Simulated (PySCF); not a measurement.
BH at TPSS

Level: TPSS. B def2-TZVPP, H def2-TZVPP; no relativity (PySCF 2.14).

| Property | Result |
| --- | --- |
| state | ¹Σ⁺ (singlet), closed shell |
| bond length | 1.237 Å |
| harmonic wavenumber | 2341 cm⁻¹ |
| force constant | 2.98 mdyn/Å |
| rotational constant Be | 11.92 cm⁻¹ |
| anharmonicity ωexe | 48.7 cm⁻¹ |
| vibration–rotation constant αe | 0.411 cm⁻¹ |
| well depth De to B + H | 84.4 kcal/mol |
| dissociation energy D0 | 81.1 kcal/mol |
| HOMO–LUMO gap | 2.54 eV |
| bond order (Mayer) | 0.90 |
| dipole moment (positive dipole means B(−)H(+)) | 1.60 D |
